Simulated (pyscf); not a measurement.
`[BH2][PH2]` + `[OH2]` -> `[PH3]` + `[BH2][OH]`, a four-centre exchange (singlet surface; B–P, H–O broken, H–P, B–O formed). Structures and frequencies: ωB97X-D3(BJ)/def2-SVP in PySCF. Correlated levels are frozen-core, on RHF or UHF. ΔMP2 is the change of the MP2 total energy from the triple- to the quadruple-zeta basis. Energies in kJ/mol from the separated reactants.

Small-basis levels: PySCF, no dispersion term, spherical d functions. 

Quick MP2/6-31G* single points give ΔE‡ = 59.0 kJ/mol and ΔE = -133.0 kJ/mol. What does CCSD(T)/def2-TZVPP + ΔMP2(QZVPP) give, and how far is the quick result from it?

CCSD(T)/def2-TZVPP + ΔMP2(QZVPP) gives ΔE‡ = 59.3 kJ/mol and ΔE = -112.4 kJ/mol. MP2/6-31G* lies 0.3 kJ/mol under it in the barrier and 20.6 kJ/mol under it in the reaction energy, so on this step it does not hold to within 12.6 kJ/mol. CCSD(T)/def2-TZVPP + ΔMP2(QZVPP) has limits of its own. On the reactant side the descent ends in an adduct with a B–O contact, 52.9 kJ/mol under the separated species and 100.8 kJ/mol under the saddle at ωB97X-D3(BJ)/def2-TZVP. What is counted as formed (B–O) is already present as a longer contact in the reactant adduct; forming that adduct is a step of its own. The products may also form a dative adduct at H₂B–OH; it and routes through it were not searched. At ωB97X-D3(BJ) the barrier from the zero used here is 47.9 kJ/mol. This is the saddle that the search found; another between the same sides may lie lower. The CCSD(T) − MP2 part came from Ansatz, without density fitting, on the same reference.
